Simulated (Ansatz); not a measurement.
**Several solutions for doublet Al₃**

| atom | x (Å) | y (Å) | z (Å) |
| --- | --- | --- | --- |
| Al | 1.4500 | 0.0000 | 0.0000 |
| Al | -0.7250 | 1.2557 | 0.0000 |
| Al | -0.7250 | -1.2557 | 0.0000 |

Basis set: def2-SVP (spherical functions). Charge 0, multiplicity 2.

UHF was run from several starts with Ansatz (development build ahead of 0.2.0).

```tsv
run	program	start	converged	energy (hartree)	<S²>
A	Ansatz	atomic start, no search	yes	-725.42284	1.24
B	Ansatz	stability test followed	yes	-725.42646	1.80
C	Ansatz	search for the lowest state	yes	-725.42830	1.92
```

**Question.** Which runs reached the lowest solution of this kind, and what is wrong with the others?

**Answer.** C reached the lowest solution found. Converged but too high: A by 0.15 eV, B by 0.05 eV. Convergence only shows a stationary point, and even a stable one can lie too high; stability tests and further starts are what find lower ones. Caution: the unrestricted determinant is a mixture of spin states. Caution: the determinant breaks the point group.
